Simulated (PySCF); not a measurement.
AlCl2OH, optimised at PBE/def2-SVP:

```xyz
5

O      0.4928     0.8691    -1.6017
Al     0.5872    -0.1223    -0.2190
Cl    -0.2674    -2.0425    -0.1469
Cl     1.6011     0.6438     1.4447
H      0.0422     0.5928    -2.4154
```

Computed with PySCF (xtb for GFN2) and rigid-rotor harmonic-oscillator thermochemistry at 1 bar. 6-31G* has spherical d functions here. All species are closed-shell singlets. B3LYP is the form with VWN-RPA correlation. AlCl2OH: computed as isolated molecules; such fragments, hydroxides, amides, oligomers or adducts are transient or little studied in the gas. Warning, point group unlike the PBE0 one: AlCl2OH (GFN2-xTB).

Task: List the harmonic frequencies (cm⁻¹, unscaled) at this level and at the other levels, each on its own geometry.

Result: 
- PBE/def2-SVP: 149, 194, 221, 332, 425, 561, 637, 887, 3810
- B3LYP/6-31G*: 152, 194, 224, 345, 427, 587, 688, 901, 3832
- GFN2-xTB: 124, 153, 232, 235, 432, 434, 627, 900, 3789
- HF/6-31G*: 162, 208, 242, 366, 451, 599, 681, 953, 4163
- PBE0/def2-TZVP: 150, 193, 231, 358, 437, 588, 667, 909, 3957
